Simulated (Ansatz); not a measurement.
Relaxation of BH₄N (6 atoms, charge 0, multiplicity 1), to a largest force component of 0.03 eV/Å in at most 50 steps.

Theory: Ansatz 0.2.0, RKS PBE0-D4/def2-SVPD.

```xyz
6
Properties=species:S:1:pos:R:3:forces:R:3
B -0.153 0.293 -0.738 0.12 -0.04 0.07
N 1.347 -0.184 1.509 0.21 -0.22 -0.78
H 0.514 -0.695 1.770 0.00 0.03 -0.01
H 1.225 0.819 1.594 -0.02 -0.04 -0.04
H 1.702 -0.447 0.574 -0.31 0.26 0.71
H -1.172 0.214 -0.022 0.00 0.00 0.06
```

Where does it end, and by what steps?

The forces met the threshold. The force dipped under the threshold on the way, but the program's further checks kept it going. After 20 steps the energy has fallen by 0.927 eV; N2 moved furthest, 0.66 Å. Joined: B1–N2 (2.74 → 1.64 Å).

```json
{"step": "0", "energy less start (eV)": "0.0000", "largest force component (eV/Å)": "0.781", "accepted": "yes"}
{"step": "1", "energy less start (eV)": "-0.0342", "largest force component (eV/Å)": "0.228", "accepted": "yes"}
{"step": "2", "energy less start (eV)": "-0.0397", "largest force component (eV/Å)": "0.313", "accepted": "yes"}
{"step": "3", "energy less start (eV)": "-0.0458", "largest force component (eV/Å)": "0.397", "accepted": "yes"}
{"step": "4", "energy less start (eV)": "-0.0665", "largest force component (eV/Å)": "0.408", "accepted": "yes"}
{"step": "5", "energy less start (eV)": "-0.0862", "largest force component (eV/Å)": "2.797", "accepted": "yes"}
{"step": "6", "energy less start (eV)": "-0.5380", "largest force component (eV/Å)": "1.810", "accepted": "yes"}
{"step": "7", "energy less start (eV)": "-0.7075", "largest force component (eV/Å)": "2.605", "accepted": "yes"}
{"step": "8", "energy less start (eV)": "-0.8862", "largest force component (eV/Å)": "0.714", "accepted": "yes"}
{"step": "9", "energy less start (eV)": "-0.8074", "largest force component (eV/Å)": "1.071", "accepted": "no"}
{"step": "10", "energy less start (eV)": "-0.9228", "largest force component (eV/Å)": "0.122", "accepted": "yes"}
{"step": "11", "energy less start (eV)": "-0.9246", "largest force component (eV/Å)": "0.034", "accepted": "yes"}
{"step": "12", "energy less start (eV)": "-0.9248", "largest force component (eV/Å)": "0.013", "accepted": "yes"}
{"step": "13", "energy less start (eV)": "-0.9248", "largest force component (eV/Å)": "0.020", "accepted": "yes"}
{"step": "14", "energy less start (eV)": "-0.9251", "largest force component (eV/Å)": "0.065", "accepted": "yes"}
{"step": "15", "energy less start (eV)": "-0.9254", "largest force component (eV/Å)": "0.051", "accepted": "yes"}
{"step": "16", "energy less start (eV)": "-0.9253", "largest force component (eV/Å)": "0.124", "accepted": "no"}
{"step": "17", "energy less start (eV)": "-0.9264", "largest force component (eV/Å)": "0.040", "accepted": "yes"}
{"step": "18", "energy less start (eV)": "-0.9202", "largest force component (eV/Å)": "0.321", "accepted": "no"}
{"step": "19", "energy less start (eV)": "-0.9260", "largest force component (eV/Å)": "0.067", "accepted": "no"}
{"step": "20", "energy less start (eV)": "-0.9268", "largest force component (eV/Å)": "0.015", "accepted": "yes"}
```

```xyz
6
Properties=species:S:1:pos:R:3
B 0.056 0.221 -0.351
N 0.951 -0.123 0.985
H 0.544 -0.753 1.691
H 1.085 0.793 1.431
H 1.876 -0.460 0.731
H -1.048 0.322 0.201
```

Whether the end is a true minimum wasn't checked by a vibrational analysis.

Run time: 21 s on 1 thread of Arm Neoverse V2, on a shared host, peak memory 0.12 GiB.
